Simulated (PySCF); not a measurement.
**P: electron affinity**

P⁻ [Ne] 3s2 3p4 (3P) → P [Ne] 3s2 3p3 (4S), as a difference of total energies. All numbers are calculated (PySCF 2.14, the non-relativistic Hamiltonian (point nucleus), in aug-cc-pwCVTZ). Correlated levels: nothing frozen. The calculations carry no spin-orbit coupling.

| method | electron affinity (eV) |
| --- | --- |
| UHF | -0.322 |
| MP2 (all electrons) | 0.459 |
| SCS-MP2 (all electrons) | 0.531 |
| CCSD (all electrons) | 0.542 |
| CCSD(T) (all electrons) | 0.614 |

A first-order spin-orbit estimate (lowest level to lowest level, LS coupling) adds 0.012 eV.

Errors of the correlated levels include the incompleteness of this basis.

A negative affinity means that the anion lies above the atom at that level of theory.

For comparison: 0.747 eV (measured; photodetachment measurements, as compiled on the Wikipedia data page of electron affinities).
